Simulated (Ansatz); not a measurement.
## GaB, triplet: reading a ladder of total energies

Geometry: that of the GaB⁺, doublet, kept fixed.

```yaml
atoms:
  - { symbol: B, position_ang: [0.0000, 0.0000, 0.0000] }
  - { symbol: Ga, position_ang: [0.0000, 0.0000, 2.7728] }
```

Basis aug-cc-pVDZ; Ansatz 0.2.0. Only valence electrons are correlated (noble-gas cores and the filled d shells of p-block atoms frozen), which leaves 6 electrons in 44 orbitals. R marks a restricted (for open shells ROHF) determinant. No spin–orbit coupling is included, and no scalar relativity.

Full CI isn't at hand for all of this; RCCSDT(Q) serves as the reference, and is uncertain by the last step of the cluster series or more.

RCCSD has a T1 diagnostic of 0.059 and a largest doubles amplitude of 0.08.

Runs differ by some tens of microhartree through their thresholds and, for an open shell, their frozen cores, so steps under 0.03 kcal/mol mean nothing.

```tsv
level	total energy (hartree)
RHF	-1947.741224
RMP2	-1947.830584
RCCSD	-1947.865209
RCCSD(T)	-1947.870610
RCCSDT	-1947.872783
RCCSDT(Q)	-1947.873142
```

**Question.** What is the correlation energy at RCCSDT(Q), and what share of it do RMP2 and RCCSD recover?

**Answer.** E(corr) = -1947.873142 − (-1947.741224) = -0.131918 hartree = -3.590 eV. RMP2: -0.089360 / -0.131918 = 67.74 %. RCCSD: -0.123985 / -0.131918 = 93.99 %.

**Question.** By how many kcal/mol does RCCSD(T) miss RCCSDT(Q) (1 hartree = 627.509 kcal/mol), and which steps make up the rest?

**Answer.** -1947.870610 − (-1947.873142) = 0.002532 hartree = 1.59 kcal/mol. Steps: RCCSDT − RCCSD(T) = -1.36, RCCSDT(Q) − RCCSDT = -0.23 kcal/mol. Differences between like states or geometries often cancel part of this.
